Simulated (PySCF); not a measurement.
HSiN + NH₃ → SiH₄ + N₂

Level: PBE0 in the def2-TZVP basis family, all electrons, no relativity, computed in PySCF with density fitting; open shells unrestricted.

```
species                                      state and structure      E (Eh)  ZPE (kJ/mol)  H(298 K) − H(0) (kJ/mol)  S° (J/(mol K))
   HSiN  singlet, C∞v, Si–H 1.487 Å, Si–N 1.557 Å; H–Si–N 180.0°  -344.54742          24.0                      11.1           225.3
    NH₃        singlet, C3v, N–H 1.013 Å (×3); H–N–H 107.1° (×3)   -56.51312          90.6                      10.0           192.4
   SiH₄                           singlet, Td, Si–H 1.485 Å (×4)  -291.75605          81.5                      10.5           204.7
     N₂                                singlet, D∞h, N–N 1.089 Å  -109.44629          14.9                       8.7           191.4
```

**Question.** What is the electronic reaction energy?

**Answer.** At PBE0/def2-TZVP, ΔE = -372.3 kJ/mol from the differences of the total energies times 2625.5, downhill. 

**Question.** Add zero-point, thermal and entropy terms for 298.15 K and 1 bar.

**Answer.** ΔZPE = -18.2 and Δ[H(298) − H(0)] = -1.9 kJ/mol give ΔH° = -392.4 kJ/mol. ΔS° = -21.6 J/(mol K), so ΔG° = -392.4 − 298.15 × (-0.0216) = -386 kJ/mol.

Each species is the lowest minimum found with this bonding; other isomers or fragments can lie lower.
